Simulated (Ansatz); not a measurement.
C2H2OS can be A, `OC1=CS1`, or B, `O=C=CS`.

Program: Ansatz. Geometries: PBE0-D4/def2-TZVP. ΔE: electronic, gas phase. CCSD(T)/CBS is the MP2 limit (def2-TZVPP, def2-QZVPP) plus CCSD(T) − MP2 in def2-TZVPP, frozen cores. DFT in def2-TZVPP. B3LYP here is the variant with VWN-RPA as its local correlation; programs differ in this. Each species was taken in one conformer, which may not be the lowest.

A:

```xyz
6

O    -0.872   -0.727    1.041
C    -0.006   -0.023    0.348
C     0.464    0.399   -0.767
S     1.367    1.010    0.772
H    -1.484   -1.166    0.436
H     0.532    0.507   -1.830
```

B:

```xyz
6

O     0.283    1.104    1.962
C     0.106    0.356    1.102
C    -0.106   -0.480    0.109
S    -0.742    0.207   -1.374
H     0.047   -1.541    0.253
H     0.413    0.354   -2.053
```

Which is lower in electronic energy at CCSD(T)/CBS, and by how much? (An estimate is asked.)

The calculation gave: B, by 169.9 kJ/mol.

Give E(B) − E(A) in kJ/mol with CCSD/def2-TZVPP, MP2/def2-TZVPP, PBE0-D4, B2PLYP, HF/def2-TZVPP, B3LYP, CCSD(T)/def2-SVP. (Estimate.)

Ansatz gave: CCSD/def2-TZVPP -181.4, MP2/def2-TZVPP -174.3, PBE0-D4 -174.0, B2PLYP -186.1, HF/def2-TZVPP -208.8, B3LYP -188.8, CCSD(T)/def2-SVP -196.2. None reverses the order clearly.

Does the order hold for the free energy at 298.15 K (harmonic terms from PBE0-D4)? (Best estimate.)

Ansatz gave: Yes: G(B) − G(A) = -175.2 kJ/mol, for one conformer each.

Largest T1 diagnostic: 0.016.

At CCSD(T), def2-SVP lies −26.3 kJ/mol from the extrapolated value and def2-TZVPP −8.3 kJ/mol. In def2-TZVPP, CCSD(T) changes the Hartree–Fock value by +30.6 kJ/mol (the triples alone add +3.2 kJ/mol) and MP2 by +34.5 kJ/mol.
